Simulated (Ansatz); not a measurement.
# CH3Al (quintet): wave-function methods side by side, cc-pVDZ

An exercise on one series of results from a longer session: the logs are not shown, and one member is left open.

Computed with Ansatz 0.2.0, Gaussian basis. Level: cc-pVDZ, core rule «outside noble gas», up to 6 orbitals frozen.

The runs, in order: UHF; CCSD(T) on ROHF; CCSD(T) on UHF; BCCD(T) on ROHF; CISD as a restricted active space (open shells left free, so some higher excitations enter); CCSDT(Q) on ROHF; CCSDT(Q) on UHF.

29 further runs of the same task are left out: 6 for a known fault of the program, 7 that didn't finish, 16 set aside as unsound or not needed. Runs told in other sessions of the task aren't counted.

### The system

The geometry is a PBE0/def2-TZVP stationary point (not a proven minimum) of the parent state, kept for this charge and spin.

5 atoms, charge 0, spin multiplicity 5.

Atoms are counted from 1 here; the program's logs count them from 0.

Bond lengths: Al1–C2 2.001 Å, C2–H3 1.094 Å, C2–H4 1.089 Å, C2–H5 1.089 Å. Angles: Al1–C2–H3 105.2°, Al1–C2–H4 110.8°, Al1–C2–H5 110.8°, H3–C2–H4 109.3°, H3–C2–H5 109.3°, H4–C2–H5 111.3°.

The first run:

Contents of in.yaml:

```yaml
crystal:
  periodic: [false, false, false]
  atoms:
    - {symbol: Al, position_ang: [0.000864, 0.000000, 0.741532]}
    - {symbol: C, position_ang: [0.005120, 0.000000, -1.259674]}
    - {symbol: H, position_ang: [-1.050665, -0.000005, -1.547975]}
    - {symbol: H, position_ang: [0.483252, 0.899581, -1.645861]}
    - {symbol: H, position_ang: [0.483261, -0.899577, -1.645861]}
basis:
  gaussian: {orbitals: cc-pVDZ}
magnetization: {spin_polarized: true, initial_magnetization: 4}
hamiltonian: {xc: hf}
output: {orbitals: {seedname: orbitals}}
```

Launch:

```console
$ ansatz run in.yaml --threads 1 --pin off --events-out ev --progress --plain --max-ram 2393MiB
```

Among the steps run: UHF; CCSD(T) on ROHF; CCSD(T) on UHF; BCCD(T) on ROHF; CISD as a restricted active space (open shells left free, so some higher excitations enter); CCSDT(Q) on ROHF; CCSDT(Q) on UHF.

One of the session's tables, all rows but one given; the rest of the session is left out.

It belongs to the step «Misses and costs». 

```
   method  from UCCSDT(Q) (meV)
     ROHF               +4830.2
      UHF               +4759.5
     RMP2                +854.5
     UMP2                +853.8
     CISD                +342.5
    RCCSD                +115.5
    UCCSD                +114.1
 RCCSD(T)                 +20.1
 UCCSD(T)                 +19.5
  BCCD(T)                 +20.1
   RCCSDT                  +4.7
   UCCSDT                  +4.1
RCCSDT(Q)                     ?
UCCSDT(Q)                     0
```

Estimate the missing values for RCCSDT(Q).

**Answer.** from UCCSDT(Q) (meV): +0.7. In the column «from UCCSDT(Q) (meV)» it lies between UCCSDT(Q) (0) and UCCSDT (+4.1).

To keep in mind: Restricted and unrestricted rows rest on different reference determinants; a gap between their highest levels can come from leftover correlation error, from unlike frozen cores or from another state.
